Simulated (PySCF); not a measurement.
B3LYP has the VWN-RPA correlation part, as in Gaussian. Excitations are Tamm–Dancoff values on a coarser integration grid. The basis has no diffuse functions, so Rydberg states are missing or too high.

Z-matrix (Å, degrees):
```
Si
F 1 1.5673
F 1 1.5673 2 109.47
F 1 1.5673 2 109.47 3 120.00
F 1 1.5673 2 109.47 4 120.00
```
Charge 0, spin multiplicity 1.

### Question
What is the computed S1–T1 gap (TDA), HOMO–LUMO gap, dipole moment, S1 excitation (TDA), LUMO, total energy, T1 excitation (TDA) and brightest of the four lowest singlets (TDA) (B3LYP-D3(BJ)/def2-TZVP (PySCF 2.14.0))?

### Answer

```
Quantity                                           Result
-------------------------------------------  ------------
S1–T1 gap (TDA)                                   0.35 eV
HOMO–LUMO gap                                    12.50 eV
dipole moment                                      0.00 D
S1 excitation (TDA)                              11.07 eV
LUMO                                              0.05 eV
total energy                                 -689.3618 Ha
T1 excitation (TDA)                              10.71 eV
brightest of the four lowest singlets (TDA)      12.30 eV
```
